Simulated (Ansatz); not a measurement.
Saddle point of CH$_{4}$NS, doublet (CH₃N ([CH2][NH]) + HS → CH₄NS ([NH][CH2][SH]); bonds formed: C1–S3), PBE0-D4/def2-TZVP structure:

```csv
atom,x (Å),y (Å),z (Å)
C1,0.2758,-0.7372,0.0090
N2,0.0055,-0.3959,1.2194
S3,-1.3164,0.8602,-1.0060
H4,-0.2529,-1.5878,-0.4186
H5,1.1200,-0.3573,-0.5722
H6,0.6102,0.3689,1.5228
H7,-0.4421,1.8490,-0.7544
```

Energies are electronic, without zero-point energy. Barriers and step energies count from the start structure reached by relaxing down the imaginary mode; all methods use the PBE0-D4 structures, on which another method's saddle can fall below an end. Computed with Ansatz 0.2.0 (basis: def2-TZVPP, with def2-QZVPP for the basis limit); correlated methods freeze the cores; orbitals are unrestricted. B3LYP uses VWN-RPA correlation. Extrapolation: Hartree–Fock as exp(−7.88 √X), correlation as X^−2.97.

```
      method  barrier (eV)  step energy (eV)
       SPW92         0.151            -0.275
      PBE-D4             ?            -0.166
     BLYP-D4             ?             0.057
   r2SCAN-D4         0.160            -0.276
      B97M-V         0.213            -0.208
     PBE0-D4         0.192            -0.301
    B3LYP-D4         0.233            -0.058
  r2SCAN0-D4         0.174            -0.367
    BHLYP-D4         0.256            -0.198
CAM-B3LYP-D4         0.274            -0.108
     wB97X-V         0.258            -0.226
     wB97M-V         0.255            -0.157
      B2PLYP         0.278            -0.060
    PBE-QIDH             ?            -0.306
  RPA on PBE         0.225            -0.072
          HF         0.252            -0.247
         MP2         0.538            -0.086
        CCSD         0.267            -0.121
     CCSD(T)         0.244            -0.100
```

(1) Fill in the withheld barriers. (An estimate is asked for; the value comes from the calculation.)

T1 diagnostic: at most 0.036. ⟨S²⟩ of the unrestricted Hartree–Fock references: 0.76 to 0.96 (a pure state has 0.75). The unrestricted reference is spin-contaminated, which hurts MP2 most.

## Answers

(1) By the calculation: PBE-QIDH 0.266; PBE-D4 0.173; BLYP-D4 0.212 eV. Each is the energy of the saddle less that of the start structure, by the same method.

For comparison, the barrier by CCSD(T) at an estimated basis limit (MP2 extrapolated from triple and quadruple zeta, plus CCSD(T) − MP2 in triple zeta) is 0.252 eV.

Labels in which every atom is bracketed show which atoms are joined, not bond orders.

For scale, one of the runs: CCSD(T)/def2-TZVPP, 160 basis functions, launched by `ansatz run in.yaml --threads 2 --pin off --events-out ev --progress --plain --max-ram 4352MiB`. Hardware: 2 CPU threads of an Arm Neoverse V2, shared host. Wall time 73 s; peak host memory 2.8 GiB.
